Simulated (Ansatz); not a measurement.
Zr₂ReRh: from a trial structure to a relaxed crystal

Level of theory: DFT PBEsol, scalar-relativistic, plane waves, PAW in Ansatz 0.2.0. Cutoff 420 eV, Γ-centred k mesh, Gaussian smearing, no spin polarisation in the final step.

Zr₂ReRh was placed on the MAX phase (211) structure type (P6_3/mmc, No. 194), with Re in place of Al, Rh in place of C, Zr in place of Cr, at a guessed volume.

```
CELL_PARAMETERS angstrom
3.28410 0.00000 0.00000
-1.64205 2.84411 0.00000
0.00000 0.00000 14.69807
ATOMIC_POSITIONS crystal
Zr 0.33333 0.66667 0.41400
Zr 0.66667 0.33333 0.91400
Zr 0.66667 0.33333 0.58600
Zr 0.33333 0.66667 0.08600
Re 0.33333 0.66667 0.75000
Re 0.66667 0.33333 0.25000
Rh 0.00000 0.00000 0.50000
Rh 0.00000 0.00000 0.00000
```

Steps on the 6×6×2 mesh (8 atoms). 9 of 11 steps are shown, and the free energy counts from the last. Trial steps that were taken back and renewals of the plane-wave basis can be among the rows.

| step | ΔF (meV/atom) | V (Å³/atom) | P (GPa) | largest force component (eV/Å) |
| --- | --- | --- | --- | --- |
| 1 | 1594.1 | 17.16 | 45.65 | 11.517 |
| 2 | 577.0 | 18.20 | 11.22 | 5.913 |
| 3 | 191.2 | 17.68 | 8.05 | 2.378 |
| 4 | 57.3 | 17.42 | 6.99 | 0.259 |
| 5 | 9.0 | 17.69 | 1.76 | 0.109 |
| 6 | 14.3 | 17.56 | 1.08 | 0.375 |
| 7 | 2.6 | 17.78 | -0.17 | 0.067 |
| 9 | 0.1 | 17.76 | 0.18 | 0.003 |
| 11 | 0.0 | 17.77 | 0.00 | 0.002 |

Steps on the 12×12×4 mesh (8 atoms). 4 of 6 steps are shown, and the free energy counts from the last.

```csv
step,ΔF (meV/atom),V (Å³/atom),P (GPa),largest force component (eV/Å)
1,2.0,17.77,-0.16,0.129
2,11.8,18.07,-0.90,0.504
3,0.1,17.81,0.09,0.018
6,0.0,17.81,0.00,0.000
```

A final relaxation ran on a 12×12×4 mesh. The relaxed crystal, P6_3/mmc (No. 194):

Space group P6_3/mmc (No. 194). a = 3.152 Å, b = 3.152 Å, c = 16.567 Å, α = 90.00°, β = 90.00°, γ = 120.00°
| atom | site | symmetry | x | y | z |
| --- | --- | --- | --- | --- | --- |
| Zr | 4f | 3m. | 0.3333 | 0.6667 | 0.3749 |
| Re | 2d | -6m2 | 0.3333 | 0.6667 | 0.7500 |
| Rh | 2a | -3m. | 0.0000 | 0.0000 | 0.5000 |

| Item | Value |
| --- | --- |
| Volume per atom | 17.81 Å³ |
| Density | 10.99 g/cm³ |
| Energy over the elements | -0.13 eV/atom |
| Gap on the 12×12×4 mesh | 0 eV (a metal) |

Energies over the elements count from the elements' standard structures at the same level, with no empirical corrections.

The final run used a 12×12×4 mesh on its 8-atom cell and 0.10 eV smearing. For metals, differences of a few meV/atom aren't resolved. Spin–orbit coupling is left out.

Symmetry constrained the relaxation, so the result can be a saddle point.

Cost: 3 runs of about 4.6 core-minutes in all, on Arm Neoverse V1 (shared hosts).